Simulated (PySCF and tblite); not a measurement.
The numbers below are computed, except where a source is named.
C4H7N, numbered as in [CH:1]#[C:2][C@H:3]([CH3:4])[NH2:5].

Search: ETKDG and KDG, MMFF94s, GFN2-xTB, 60 starts; geometries at GFN2-xTB. Weights use PBE0-D3(BJ)/pcSseg-1 (IEF-PCM, chloroform) energies plus GFN2-xTB zero-point and thermal terms (modes under about 100 cm⁻¹ blended into free rotors). Symmetry numbers and mirror images are counted. Conformers within 2.5 kcal/mol (GFN2-xTB free energy) were kept, 6 at most. Programs: PySCF with density fitting and tblite.

Torsions listed: C4–C3–N5–H5.

```
conformer  shape  symmetry
        1    56°        C1
        2  -175°        C1
        3   180°        C1
```

(1) Which of these conformers is the most populated at 298.15 K, and with what share?

(2) Give the DFT energies and free energies relative to the lowest, and all weights.

(3) How does its share change from 250 K to 350 K?

## Answers

(1) Conformer 3, about 85 %.

(2) 
```tsv
conformer	shape	E(DFT) kcal/mol	G(298.15 K) kcal/mol	weight %
1	56°	1.49	1.45	7.3
2	-175°	1.67	1.41	7.9
3	180°	0.00	0.00	84.8
```

(3) From 90 % to 79 %; the mixing entropy goes from 0.79 to 1.29 cal/(mol K).
